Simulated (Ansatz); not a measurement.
# C2H9N3: the cost of one run

Computed with Ansatz 0.2.0, Gaussian basis. Level: the settings change from run to run.

### 1 The geometry

An earlier PBE0-D4 in a triple-zeta def2 set relaxation fixed the geometry.

SMILES `CNC(N)N`, 14 atoms, charge 0, spin multiplicity 1.

Atoms are counted from 1 here; the program's logs count them from 0.

Bond lengths: C1–N2 1.445 Å, C1–H6 1.093 Å, C1–H7 1.103 Å, C1–H8 1.091 Å, N2–C3 1.450 Å, N2–H9 1.013 Å, C3–N4 1.441 Å, C3–N5 1.449 Å, C3–H10 1.104 Å, N4–H11 1.012 Å, N4–H12 1.015 Å, N5–H13 1.015 Å, N5–H14 1.012 Å. Angles: N2–C1–H6 110.3°, N2–C1–H7 113.9°, N2–C1–H8 109.5°, H6–C1–H7 107.7°, H6–C1–H8 107.1°, H7–C1–H8 108.1°, C1–N2–C3 114.6°, C1–N2–H9 110.5°, C3–N2–H9 107.7°, N2–C3–N4 105.8°, N2–C3–N5 112.8°, N2–C3–H10 111.8°, N4–C3–N5 113.2°, N4–C3–H10 107.5°, N5–C3–H10 105.7°, C3–N4–H11 109.1°, C3–N4–H12 108.8°, H11–N4–H12 107.5° and more.

Geometry (Å):

```tsv
atom	x (Å)	y (Å)	z (Å)
C1	-0.4935	0.6761	1.5748
N2	-0.2377	-0.4714	0.7348
C3	-0.1084	-0.1691	-0.6772
N4	-0.1281	-1.4414	-1.3544
N5	1.0693	0.6192	-0.9773
H6	0.3836	1.3273	1.6040
H7	-1.3532	1.2852	1.2483
H8	-0.6818	0.3440	2.5970
H9	-0.9765	-1.1565	0.8359
H10	-0.9647	0.4200	-1.0506
H11	0.0458	-1.2947	-2.3408
H12	0.6274	-2.0150	-0.9935
H13	1.8620	0.2578	-0.4558
H14	0.9429	1.5892	-0.7162
```

### 2 RPBE/6-31++G**

Options: charge -1, multiplicity 2, coordinates scaled by 1.25, D4 dispersion.

Contents of in.yaml:

```yaml
crystal:
  periodic: [false, false, false]
  atoms:
    - {symbol: C, position_ang: [-0.616863, 0.845084, 1.968552]}
    - {symbol: N, position_ang: [-0.297139, -0.589199, 0.918455]}
    - {symbol: C, position_ang: [-0.135520, -0.211416, -0.846462]}
    - {symbol: N, position_ang: [-0.160141, -1.801724, -1.692993]}
    - {symbol: N, position_ang: [1.336670, 0.774044, -1.221660]}
    - {symbol: H, position_ang: [0.479526, 1.659065, 2.005044]}
    - {symbol: H, position_ang: [-1.691540, 1.606510, 1.560322]}
    - {symbol: H, position_ang: [-0.852264, 0.430058, 3.246206]}
    - {symbol: H, position_ang: [-1.220639, -1.445647, 1.044876]}
    - {symbol: H, position_ang: [-1.205861, 0.525030, -1.313239]}
    - {symbol: H, position_ang: [0.057233, -1.618373, -2.925999]}
    - {symbol: H, position_ang: [0.784281, -2.518781, -1.241929]}
    - {symbol: H, position_ang: [2.327529, 0.322297, -0.569723]}
    - {symbol: H, position_ang: [1.178604, 1.986553, -0.895201]}
basis:
  gaussian: {orbitals: "6-31++G**"}
total_charge: -1
magnetization: {spin_polarized: true, initial_magnetization: 1}
hamiltonian: {xc: {name: RPBE}, dispersion: d4}
output: {forces: true}
```

Run with:

```sh
ansatz run in.yaml --threads 4 --pin off --events-out ev --progress --plain --max-ram 10444MiB
```

What time and memory should one allow on 4 threads of Intel Xeon 6975P-C, shared host?

About 3.7 s, with a peak of 0.31 GiB.
